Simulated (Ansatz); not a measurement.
**Worked example: correlation energy of SiH2, triplet**

Geometry: that of the SiH2, singlet, kept fixed. The singlet lies 1.3 eV lower here.

| atom | x (Å) | y (Å) | z (Å) |
| --- | --- | --- | --- |
| Si | 0.0000 | -0.0715 | 0.0000 |
| H | 0.0000 | 0.9958 | -1.0900 |
| H | 0.0000 | 0.9958 | 1.0900 |

Basis cc-pVTZ; Ansatz 0.2.0. Correlated methods freeze the noble-gas cores, which leaves 6 electrons in 57 orbitals. R marks a restricted (for open shells ROHF) determinant, U an unrestricted one.

Full CI is exact within this basis and frozen core; it isn't the basis-set limit. The frozen core follows each run's orbitals, which can shift R against U totals by a few meV.

Runs differ by some tens of microhartree through their thresholds and, for an open shell, their frozen cores, so steps under 0.1 kcal/mol mean nothing.

```tsv
level	total energy (hartree)
UHF	-290.007308
UMP2	-290.098125
UCCSD	-290.120803
UCCSD(T)	-290.124211
UCCSDT	-290.125082
UCCSDT(Q)	-290.125168
full CI	-290.125113
```

Task: What is the correlation energy at full CI, and what share of it do UMP2 and UCCSD(T) recover?

Result: E(corr) = -290.125113 − (-290.007308) = -0.117805 hartree = -3.206 eV. UMP2: -0.090817 / -0.117805 = 77.09 %. UCCSD(T): -0.116903 / -0.117805 = 99.23 %.

Task: By how many kcal/mol does UCCSD(T) miss full CI (1 hartree = 627.509 kcal/mol), and which steps make up the rest?

Result: -290.124211 − (-290.125113) = 0.000902 hartree = 0.57 kcal/mol. Steps: UCCSDT − UCCSD(T) = -0.55, UCCSDT(Q) − UCCSDT = -0.05, full CI − UCCSDT(Q) = 0.03 kcal/mol. That is within 1 kcal/mol of the reference in this basis, which itself misses far more of the correlation at the basis-set limit.
